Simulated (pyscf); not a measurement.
Optimised with ωB97X-D3(BJ)/def2-SVP in PySCF.

### Question
For the elementary gas-phase step `[NH3]` + `[F][SiH][Cl]` [doublet] → `[NH2][SiH]([F])[Cl]` + `[H]` [doublet] (doublet surface; H–N broken, N–Si formed), what barrier and reaction energy does ωB97M-D3(BJ)/def2-TZVP give, measured from the separated reactants?…

### Answer
ΔE‡ = 0.78 eV, ΔE = -0.18 eV. Zero-point energy shifts the barrier by -0.08 eV. It is a substitution at N, with an imaginary mode of 1795i cm⁻¹. On the reactant side the descent ends in a bound adduct, 0.41 eV under the separated species and 1.27 eV under the saddle at ωB97X-D3(BJ)/def2-TZVP. This is the saddle that the search found; another between the same sides may lie lower. The angle at the attacked N is 132°.
